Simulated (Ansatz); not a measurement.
Total energies of Al₂H₄⁻ from Ansatz at PBE0-D4/def2-TZVPD, gas phase (1 Eh = 27.2114 eV = 2625.5 kJ/mol). The reference geometry is relaxed at r2SCAN-D4/def2-TZVPD.

```xyz
6

Al    1.0068    0.0863   -0.7274
Al   -1.0068   -0.0857    0.7275
H    -1.8821    1.1797    1.2583
H     1.6410    1.4784   -1.2823
H     1.8802   -1.1802   -1.2589
H    -1.6391   -1.4786    1.2828
```

```
            state                         geometry  energy (Eh)
charge -1 doublet                        reference   -487.04204
 charge 0 singlet                        reference   -486.98317
charge -1 quartet  relaxed at r2SCAN-D4/def2-TZVPD   -486.96654
```

**Question.** Work out the vertical ionisation energy to the singlet.

**Answer.** E(charge 0 singlet) − E(charge -1 doublet) = -486.98317 − (-487.04204) = 0.05887 Eh = 1.60 eV. For comparison, −ε of the highest occupied level of the spin that leaves is -0.05 eV at this level, 1.65 eV less.

**Question.** Which of the charge -1 states is lowest, and how far above it are the others?

**Answer.** The doublet. quartet: -486.96654 − (-487.04204) = 0.07550 Eh = 198.2 kJ/mol.

At PBE0-D4/def2-TZVPD the highest occupied level of the charge -1 doublet lies above zero (up to 0.05 eV). By energy differences its removal costs 1.60 eV (vertical, to the charge 0 singlet, at PBE0-D4/def2-TZVPD); a positive level beside a positive removal energy at the same level points to self-interaction error. At PBE0-D4/def2-TZVPD the highest occupied level of the charge -1 quartet lies above zero (up to 0.05 eV). It is a level of α spin, whose loss leaves a triplet; that state wasn't run at this geometry and level. The electron is either unbound and held by the finite basis, or the level is raised by self-interaction error. 

The structure comes from a short search, and lower isomers may exist.
